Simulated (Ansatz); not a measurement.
Geometry optimisation, RKS r2SCAN/def2-SVP (Ansatz 0.2.0).

The input (input.yaml):

```yaml
crystal:
  periodic: [false, false, false]
  atoms:
    - { symbol: C, position_ang: [0.4196, -0.7002, 1.074] }
    - { symbol: C, position_ang: [0.3244, -0.3101, -0.4045] }
    - { symbol: S, position_ang: [1.1687, -1.1936, -1.5445] }
    - { symbol: C, position_ang: [-0.5177, 0.8197, -0.8364] }
    - { symbol: F, position_ang: [-0.5492, 1.8414, 0.03] }
    - { symbol: H, position_ang: [0.6523, 0.249, 1.6341] }
    - { symbol: H, position_ang: [1.1143, -1.4497, 1.2859] }
    - { symbol: H, position_ang: [-0.5859, -0.9606, 1.3753] }
    - { symbol: H, position_ang: [-1.6156, 0.4515, -0.8143] }
    - { symbol: H, position_ang: [-0.328, 1.2014, -1.7966] }
basis:
  gaussian: { orbitals: def2-SVP }
hamiltonian:
  xc: r2scan
relax:
  f_tol: 0.02
  max_steps: 50
output:
  orbitals: {}
```

Run as:

```bash
$ ansatz run input.yaml --threads 2 --pin off --max-ram 3072MiB --backend cpu --events-out ev --progress --plain --runs-dir out
```

Task: Where does it end, and by what steps?

Result: The forces met the threshold. The force dipped under the threshold on the way, but the program's further checks kept it going. After 11 steps the energy has fallen by 0.434 eV; F5 moved furthest, 0.64 Å.

| step | energy less start (eV) | largest force component (eV/Å) | accepted |
| --- | --- | --- | --- |
| 0 | 0.0000 | 3.525 | yes |
| 1 | -0.3407 | 1.124 | yes |
| 2 | -0.3851 | 0.600 | yes |
| 3 | -0.4152 | 0.221 | yes |
| 4 | -0.4213 | 0.224 | yes |
| 5 | -0.4304 | 0.103 | yes |
| 6 | -0.4328 | 0.071 | yes |
| 7 | -0.4335 | 0.035 | yes |
| 8 | -0.4338 | 0.020 | yes |
| 9 | -0.4339 | 0.035 | yes |
| 10 | -0.4339 | 0.049 | no |
| 11 | -0.4341 | 0.011 | yes |

```xyz
10
Properties=species:S:1:pos:R:3
C 0.479 -0.583 1.054
C 0.267 -0.405 -0.411
S 0.883 -1.375 -1.571
C -0.589 0.772 -0.808
F -1.019 1.499 0.285
H 0.939 0.327 1.477
H 1.105 -1.459 1.260
H -0.496 -0.675 1.565
H -1.471 0.411 -1.369
H -0.014 1.437 -1.478
```

Whether the end is a true minimum wasn't checked by a vibrational analysis.

The run took 34 s on 2 threads of Arm Neoverse V2, with other jobs on the host, peak memory 0.15 GiB.
